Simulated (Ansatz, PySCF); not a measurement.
Species: BeH, charge 0, doublet. BeH (SMILES [BeH], doublet).
B3LYP-D3(BJ)/def2-TZVP minimum from Ansatz (a quantum-chemistry and plane-wave program):
```
Be
H 1 1.3474
```
Charge 0, spin multiplicity 2.

Total energies in hartree (Ansatz). Open shells are spin-unrestricted; no spin-orbit coupling. Correlated methods leave the cores frozen. No relativity. Full CI freezes restricted core orbitals, also for open shells. For partners of very few electrons the exact lower level stands in for a higher one. The restricted determinant of Be ([Be], singlet) is unstable towards broken spin symmetry in at least one set run.

```csv
species,HF/def2-TZVPP,CCSD(T)/def2-TZVPP,HF/def2-QZVPP,CCSD(T)/def2-QZVPP,FCI/def2-QZVPP
"1: BeH (SMILES [BeH], doublet)",-15.15132,-15.19318,-15.15333,-15.19765,-15.19787
2: Be (singlet),-14.57258,-14.61767,-14.57300,-14.61856,-14.61856
3: H (doublet),-0.49981,-0.49981,-0.49998,-0.49998,-0.49998
```

Question: Work out the enthalpy of formation at 298 K (by atomisation, with ideal-gas terms from PySCF's Hessian at B3LYP-D3(BJ)/def2-TZVP and the atoms' measured values of the G2/97 table; no spin-orbit terms) in kJ/mol: take Hartree-Fock from def2-QZVPP, extrapolate the CCSD(T) correlation energy as X^-3 (X = 3, 4), and add FCI - CCSD(T) in def2-QZVPP. The further terms named in the bracket sum to +0.20975 hartree. 1 hartree = 2625.5 kJ/mol.

Answer: 
Species 1: correlation (64·(-0.04432) - 27·(-0.04186))/37 = -0.04612; step -0.00022; E1 = -15.15333 + (-0.04612) + (-0.00022) = -15.19967
Species 2: correlation (64·(-0.04556) - 27·(-0.04509))/37 = -0.04590; step +0.00000; E2 = -14.57300 + (-0.04590) + (+0.00000) = -14.61890
Species 3: correlation (64·(0.00000) - 27·(0.00000))/37 = 0.00000; step +0.00000; E3 = -0.49998 + (0.00000) + (+0.00000) = -0.49998
+1·E1 -1·E2 -1·E3 +0.20975 = 0.12896 hartree = 338.6 kJ/mol. Measured: 81.7 kcal/mol, 341.8 kJ/mol (G2/97 table in ASE (Curtiss et al.)). The composite differs from it by -3.2 kJ/mol; core, relativistic and spin-orbit terms are not in it.
